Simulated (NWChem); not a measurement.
# C2H3Si (SMILES C#C[SiH2]): UB3LYP/cc-pVDZ (density fitting)

What is the vertical ionisation energy of C2H3Si at UB3LYP/cc-pVDZ (density fitting)? 

Program for the calculation: NWChem 7.3.0.

### Step 1. The molecule

The species is C2H3Si (6 atoms), meant as a doublet with charge 0. SMILES: `C#C[SiH2]`. Geometry: relaxed at PBE0-D4/def2-TZVP.

Bond lengths: C1–C2 1.210 Å, C2–Si3 1.803 Å, C1–H4 1.066 Å, Si3–H5 1.484 Å, Si3–H6 1.484 Å. Angles: C1–C2–Si3 174.9°, C2–C1–H4 179.3°, C2–Si3–H5 111.4°, C2–Si3–H6 111.4°, H5–Si3–H6 112.5°.

### Step 2. The energy at UB3LYP/cc-pVDZ (density fitting)

The input, struct.nw:

```
start struct
memory 2200 mb

geometry units angstrom noautosym nocenter noautoz
  C     1.019700   -1.302300    0.535000
  C     0.376000   -0.354500    0.145700
  Si   -0.444500    1.136900   -0.449500
  H     1.575400   -2.144400    0.879400
  H    -1.137600    0.894600   -1.738800
  H    -1.346900    1.705600    0.581800
end

basis spherical bse
  * library cc-pVDZ
end

basis "cd basis" spherical
  * library "dgauss a2 dft coulomb fitting"
end

dft
  xc b3lyp
  mult 2
  grid fine
  convergence energy 1e-08
  iterations 100
  mulliken
  print low
end

task dft energy
```

Started as:

```bash
$ nwchem struct.nw > struct.out
```

Output:

```text
[...]
 d= 0,ls=0.0,diis     1   -367.4073269809 -4.43D+02  6.57D-03  6.98D-02     2.8
[...]
 d= 0,ls=0.0,diis    12   -367.4491083727 -9.66D-09  1.75D-06  1.95D-09    18.6
[...]
         Total DFT energy =     -367.449108372693
      One electron energy =     -655.157428722783
           Coulomb energy =      244.764683077097
    Exchange-Corr. energy =      -32.818929162357
 Nuclear repulsion energy =       75.762566435349
[...]
      Total Density - Mulliken Population Analysis
     ---------------------------------------------
    Atom       Charge   Shell Charges
 -----------   ------   -------------------------------------------------------
    1 C    6     6.06   2.01  0.67  0.69  2.00  0.67  0.03
    2 C    6     5.99   2.01  0.69  0.66  2.02  0.58  0.03
    3 Si  14    13.87   2.00  2.03  0.81  0.49  6.01  1.50  0.84  0.19
    4 H    1     1.00   0.73  0.24  0.03
    5 H    1     1.04   0.72  0.30  0.01
    6 H    1     1.04   0.72  0.30  0.01
[...]
      <S2> =      0.7558 (Exact =     0.7500)
[...]
```

Run time: 20 s. Hardware: 1 thread of Intel Xeon Platinum 8488C (Sapphire Rapids), shared host; peak memory 0.12 GiB.

### Step 3. The singlet cation at the same level

The input, work.nw:

```
START work
TITLE "C2H3Si B3LYP"
memory stack 880 mb heap 220 mb global 1100 mb
charge 1
GEOMETRY units angstroms noautosym nocenter noautoz
  C     1.019700   -1.302300    0.535000
  C     0.376000   -0.354500    0.145700
  Si   -0.444500    1.136900   -0.449500
  H     1.575400   -2.144400    0.879400
  H    -1.137600    0.894600   -1.738800
  H    -1.346900    1.705600    0.581800
END
BASIS spherical bse
  C library cc-pVDZ
  Si library cc-pVDZ
  H library cc-pVDZ
END
BASIS "cd basis" spherical
  C library "dgauss a2 dft coulomb fitting"
  Si library "dgauss a2 dft coulomb fitting"
  H library "dgauss a2 dft coulomb fitting"
END
DFT
  xc b3lyp
  grid fine
  convergence energy 1e-08
  maxiter 100
  mulliken
  print low
END
TASK dft energy
```

Started as:

```bash
$ nwchem work.nw > work.out
```

Output:

```text
[...]
 d= 0,ls=0.0,diis     1   -367.0488647111 -4.43D+02  2.34D-02  8.54D-01     2.5
[...]
 d= 0,ls=0.0,diis    11   -367.1450078719 -1.91D-09  3.89D-07  4.59D-10    20.5
         Total DFT energy =     -367.145007871904
      One electron energy =     -647.734690286545
           Coulomb energy =      237.337744122546
    Exchange-Corr. energy =      -32.510628143254
 Nuclear repulsion energy =       75.762566435349
[...]
      Total Density - Mulliken Population Analysis
     ---------------------------------------------
    Atom       Charge   Shell Charges
 -----------   ------   -------------------------------------------------------
    1 C    6     5.87   2.01  0.70  0.71  1.93  0.49  0.03
    2 C    6     6.00   2.01  0.68  0.62  2.04  0.61  0.02
    3 Si  14    13.42   2.00  2.03  0.90  0.40  6.01  1.37  0.52  0.19
    4 H    1     0.92   0.71  0.17  0.03
    5 H    1     0.90   0.69  0.20  0.01
    6 H    1     0.90   0.69  0.20  0.01
[...]
```

It took 22 s on 1 thread of Intel Xeon Platinum 8488C (Sapphire Rapids), shared host; peak memory 0.12 GiB.

### Step 4. What came out

Level: UB3LYP/cc-pVDZ (density fitting).

| quantity | value |
| --- | --- |
| doublet C2H3Si: total energy | -367.44911 Eh |
| doublet C2H3Si: ⟨S²⟩ | 0.756 |
| singlet cation: total energy | -367.14501 Eh |
| vertical ionisation energy (to the singlet cation) | 8.275 eV |

**Reading.** Removing an electron at fixed nuclei costs 8.27 eV (191 kcal/mol). Only the singlet of the ionised species was computed; a triplet could lie lower. Mulliken charges (doublet C2H3Si) run from -0.06 on C1 to +0.13 on Si3.
